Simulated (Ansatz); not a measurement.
Ansatz (a first-principles code) input file for S2, SMILES S=S (connectivity only; charge and spin as stated), neutral, multiplicity 3, PBE-D3(BJ)/def2-TZVPD. 

Ansatz 0.2 input:
```yaml
crystal:
  periodic: [false, false, false]
  atoms:
    - {symbol: S, position_ang: [0.00000000, 0.00000000, -0.94960413]}
    - {symbol: S, position_ang: [0.00000000, 0.00000000, 0.94960413]}
basis:
  gaussian:
    orbitals: def2-TZVPD
hamiltonian:
  xc: pbe
  dispersion: d3bj
magnetization: {spin_polarized: true, initial_magnetization: 2}
relax: {f_tol: 0.002, max_steps: 200}
```

Program output:

```
Functional definition: PBE
integrals: 0.02 GiB planned
586 factors; their error is unknown
mean field: 0.24 GiB planned
mean field evaluation 1: about -21661.4387 eV, gradient 9.3e0 eV
mean field evaluation 2: about -21661.2560 eV, gradient 1.2e1 eV
mean field evaluation 4: about -21661.9558 eV, gradient 3.9e-1 eV
mean field evaluation 8: about -21661.9492 eV, gradient 6.0e-4 eV
mean field -21661.94924974 eV, -796.0619519312 hartree, gradient 3.4e-5 eV, S^2 2.004893; 0 other end points of the search recorded, 0 dependent functions left out
the calculation of the forces begins
reference -21661.94930752 eV, -796.0619540548 hartree; 17, 15 occupied and 75, 77 virtual orbitals, 586 factors
relax step   1: F+E_penalty+E_count = -21661.98451093 eV  Δ(F+E_penalty+E_count) = +0.000e0 eV  max|allowed force component| = 3.396e-1 eV/Å  Δτ_max = 0.0000 Å  (27 SCF iters, accepted)
these checks for a lower state are left out or cut short: starts, cluster_reference, orbital_swaps, neighbouring_geometries, increment
integrals: 0.02 GiB planned
586 factors; their error is unknown
mean field: 0.24 GiB planned
mean field evaluation 16: about -21661.9512 eV, gradient 1.7e-2 eV
mean field -21661.95116937 eV, -796.0620224766 hartree, gradient 1.2e-5 eV, S^2 2.004886; 0 other end points of the search recorded, 0 dependent functions left out
the calculation of the forces begins
reference -21661.95122696 eV, -796.0620245928 hartree; 17, 15 occupied and 75, 77 virtual orbitals, 586 factors
relax step   2: F+E_penalty+E_count = -21661.98641932 eV  Δ(F+E_penalty+E_count) = -1.908e-3 eV  max|allowed force component| = 3.466e-3 eV/Å  Δτ_max = 0.0056 Å  (28 SCF iters, accepted)
these checks for a lower state are left out or cut short: starts, cluster_reference, orbital_swaps, neighbouring_geometries, increment
integrals: 0.02 GiB planned
586 factors; their error is unknown
mean field: 0.24 GiB planned
mean field -21661.95116970 eV, -796.0620224886 hartree, gradient 6.3e-6 eV, S^2 2.004886; 0 other end points of the search recorded, 0 dependent functions left out
the calculation of the forces begins
reference -21661.95122728 eV, -796.0620246048 hartree; 17, 15 occupied and 75, 77 virtual orbitals, 586 factors
relax step   3: F+E_penalty+E_count = -21661.98641953 eV  Δ(F+E_penalty+E_count) = -2.064e-7 eV  max|allowed force component| = 2.301e-5 eV/Å  Δτ_max = 0.0001 Å  (21 SCF iters, accepted)
integrals: 0.02 GiB planned
586 factors; their error is unknown
mean field: 0.24 GiB planned
mean field evaluation 32: about -21661.9512 eV, gradient 5.8e-2 eV
mean field -21661.95116970 eV, -796.0620224886 hartree, gradient 6.5e-6 eV, S^2 2.004886; 1 other end points of the search recorded, 0 dependent functions left out
the calculation of the forces begins
reference -21661.95122728 eV, -796.0620246048 hartree; 17, 15 occupied and 75, 77 virtual orbitals, 586 factors
Total energy: -21661.98647711 eV, -796.0633200120 hartree
Atom 0 at    -0.000000     0.000000    -0.955276 Å, force     0.000000    -0.000000    -0.000023 eV/Å
Atom 1 at     0.000000    -0.000000     0.955276 Å, force    -0.000000     0.000000     0.000023 eV/Å
Dipole moment:     0.000000     0.000000    -0.000000 e Å
```

The calculation finished and met its thresholds.

Cost: roughly 8 core-seconds.
